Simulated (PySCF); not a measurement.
C6H5 (doublet state).
Geometry (GFN2-xTB, Å), atoms numbered from 1 in this order:
```xyz
11
C6H5 angstrom
C     -1.748   -0.306   -0.278
C     -0.472    0.005   -0.062
C      0.068    1.350    0.235
C      1.379    1.188    0.377
C      1.791   -0.187    0.196
C      0.682   -0.902   -0.068
H     -2.050   -1.320   -0.488
H     -2.528    0.438   -0.252
H     -0.530    2.235    0.307
H      2.803   -0.540    0.265
H      0.611   -1.958   -0.257
```

As a line formula: `C=C1C=[C]C=C1` [radical].

Theory: UKS B3LYP, pcH-1 on C H, non-relativistic, mean-field spin-orbit, GIAO in PySCF 2.14.0. Geometry: GFN2-xTB; no solvent, vibrations or thermal averaging. A GFN2-xTB geometry isn't a minimum of the functional, and hyperfine couplings can be far from their values at a DFT geometry. Stability of the SCF solution: not tested.

Principal values of hyperfine tensors in MHz (contact and dipolar terms together), for some of the nuclei:

```
atom  isotope      A1      A2      A3
  C4      13C  370.83  395.28  589.22
  C2      13C   67.04   71.26   82.39
  C5      13C   30.49   36.01   56.75
  C6      13C   32.38   38.33   41.02
  H9       1H   30.45   32.05   48.62
  H7       1H   12.21   12.57   16.21
 H10       1H    5.47    6.78   24.62
 H11       1H    9.27    9.33   17.90
```

Problem. Split each tensor into its isotropic and traceless parts, and turn a_iso into mT with g = 2.0022.

Solution. a_iso = (A1 + A2 + A3)/3, Ti = Ai − a_iso; 1 mT corresponds to 28.023 MHz.

```csv
atom,a_iso (MHz),a_iso (mT),T1,T2,T3
C4,451.78,16.122,-80.95,-56.49,137.44
C2,73.56,2.625,-6.53,-2.30,8.83
C5,41.08,1.466,-10.59,-5.07,15.66
C6,37.25,1.329,-4.86,1.09,3.77
H9,37.04,1.322,-6.59,-4.99,11.58
H7,13.66,0.488,-1.45,-1.09,2.55
H10,12.29,0.439,-6.82,-5.51,12.33
H11,12.17,0.434,-2.89,-2.84,5.73
```

Problem. What spin density at the nucleus of H10 lies behind its contact coupling (g_N = 5.58569)?

Solution. a_FC = 800.24 MHz bohr³ × g_N × ρ(0)/(2S). With a_FC = 12.29 MHz and 2S = 1, ρ(0) = 0.00275 bohr⁻³. In magnitude that is 0.9 % of the 1/π = 0.318 of a free hydrogen atom.

Problem. C3 (13C, g_N = 1.40482) isn't in the table. Its spin density at the nucleus is 0.02253 bohr⁻³. What is its contact coupling?

Solution. By the same relation, a_FC = 25.3 MHz. Its full tensor has the principal values 1.62, 27.13, 47.23 MHz.

Problem. Which nucleus of the table has the largest anisotropic coupling, and what is its form?

Solution. C4: -80.9, -56.5, 137.4 MHz, rhombic: the two smaller values differ by 18 % of the largest.

Problem. What first-order splitting does C2 cause when the field lies along A1, A2 or A3 of its tensor (g taken as isotropic, no quadrupole term)?

Solution. 2 lines (I = 1/2), spaced by |A_i|/(g × 13.996): 2.39, 2.54, 2.94 mT along the axes of A1, A2 and A3.
